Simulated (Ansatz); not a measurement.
hcp Lu, treated with r²SCAN (Ansatz, an electronic-structure program, plane waves, PAW).

Numerical settings: plane-wave cutoff 560 eV, 18×18×10 k mesh (along the axes of the cell as run), Fermi–Dirac smearing 0.05 eV, scalar-relativistic PAW data made under PBE.

Energies at three volumes about the minimum:

| V (Å³/atom) | E − E_lowest (meV/atom) |
|---|---|
| 28.427 | 1.73 |
| 29.007 | 0.00 |
| 29.587 | 1.63 |

Fit a parabola by hand: where is the minimum, and what is the bulk modulus?

Slopes: (0.00 − 1.73)/(29.007 − 28.427) = -2.983 and (1.63 − 0.00)/(29.587 − 29.007) = 2.810 meV/Å³. Curvature E″ = 2 × (2.810 − (-2.983))/(29.587 − 28.427) = 9.988 meV/Å⁶. From the middle of the first interval, the slope vanishes at V0 = 28.7170 − (-2.983)/9.988 = 29.016 Å³/atom. B = V0 E″ = 29.016 × 9.988 meV/Å³ × 0.1602 GPa per meV/Å³ = 46.4 GPa. The full Birch–Murnaghan fit to all volumes gives V0 = 29.007 Å³/atom and B0 = 46.5 GPa.

Shape and atoms are relaxed at each volume.

Measured, for comparison: bulk modulus 47.6 GPa (room temperature, not corrected to a static lattice; as tabulated in Wikipedia's data pages); equilibrium volume per atom 29.52 Å³/atom (room temperature, not corrected to a static lattice; as tabulated in Söderlind et al. (2014), doi:10.1088/0953-8984/26/41/416001). Computed (rounded) less measured: bulk modulus -2 %, equilibrium volume per atom -1.7 %. A static lattice is as a rule a little smaller and stiffer than an uncorrected measurement, which narrows the difference in the equilibrium volume per atom and would widen misses of the other sign.

Note: the bulk modulus comes from volumes at which shape and atoms were relaxed.
